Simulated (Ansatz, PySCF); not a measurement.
Process, species as SMILES: [OH] (HO) → [OH] (HO) as triplet, charge +1 + e-
Structures are relaxed separately at B3LYP-D3(BJ)/def2-TZVP in Ansatz (a quantum-chemistry and plane-wave program).

Quantity: adiabatic ionisation energy (0 K, with B3LYP-D3(BJ) harmonic zero-point energies from PySCF), in eV. Correlated levels leave the core frozen unless marked. Open shells are spin-unrestricted. Spin-orbit coupling is left out. Non-relativistic unless marked X2C. FCI takes restricted orbitals. Basis-set limits of correlation are two-point, X^-3; Hartree-Fock from the larger set (for Q and 5 zeta extrapolated as (X+1)exp(-9√X)).

```csv
level,program,adiabatic ionisation energy (eV)
B3LYP-D3(BJ)/def2-TZVPD,Ansatz + dftd3,13.20
PBE0-D3(BJ)/def2-TZVP,Ansatz + dftd3,12.92
PBE0-D4/def2-TZVPD,Ansatz + dftd4,?
CCSD/6-31G,Ansatz,12.09
X2C-CCSD(T)/cc-pVTZ-DK,Ansatz,?
FCI/STO-3G,Ansatz,8.70
"CCSD(T)/CBS(cc-pVQZ,cc-pV5Z)",Ansatz,?
```

### Question
Fill in the missing entries.

### Answer

- PBE0-D4/def2-TZVPD, adiabatic ionisation energy (eV): 12.97
- X2C-CCSD(T)/cc-pVTZ-DK, adiabatic ionisation energy (eV): 12.70
- CCSD(T)/CBS(cc-pVQZ,cc-pV5Z), adiabatic ionisation energy (eV): 13.01
